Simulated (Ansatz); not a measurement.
Isolated molecules relaxed with PBE0-D4/def2-TZVP in Ansatz; ΔE leaves out vibrations. CCSD(T)/CBS is the MP2 limit (def2-TZVPP, def2-QZVPP) plus CCSD(T) − MP2 in def2-TZVPP, frozen cores. DFT in def2-TZVPP. Each species was taken in one conformer, which may not be the lowest.

Consider the isomerisation: `CCC(C)C#N` → `[C-]#[N+]C(C)(C)C`.

Q: Is it downhill or uphill in electronic energy at CCSD(T)/CBS, and by how much? (An estimate is asked.)

A: The calculation gave: Uphill: ΔE = +0.77 eV.

Q: What do these levels give: B97M-V, r2SCANh-D4, B2PLYP, PBE-QIDH, r2SCAN, r2SCANh, r2SCAN0, LC-ωPBE, CCSD/def2-SVP, SCS-MP2/def2-TZVPP, MP2/def2-QZVPP, CCSD/CBS(def2)? (Best estimate.)

A: Ansatz gave: B97M-V 0.77, r2SCANh-D4 0.80, B2PLYP 0.83, PBE-QIDH 0.83, r2SCAN 0.81, r2SCANh 0.80, r2SCAN0 0.79, LC-ωPBE 0.81, CCSD/def2-SVP 0.74, SCS-MP2/def2-TZVPP 0.84, MP2/def2-QZVPP 0.86, CCSD/CBS(def2) 0.77 eV.

Largest T1 diagnostic among the species: 0.011.

From PBE to PBE0 (25 % exact exchange), in def2-TZVPP and without D4, ΔE moves by −0.04 eV. At CCSD(T), def2-SVP lies −0.04 eV from the extrapolated value and def2-TZVPP +0.01 eV. The D4 term adds −0.05 eV with B3LYP and −0.03 eV with PBE0; it sums over pairs of atoms, weighted by their polarisabilities, and B3LYP, whose exchange is more repulsive, gets the larger term.

B3LYP here is the variant with VWN-RPA as its local correlation; programs differ in this.
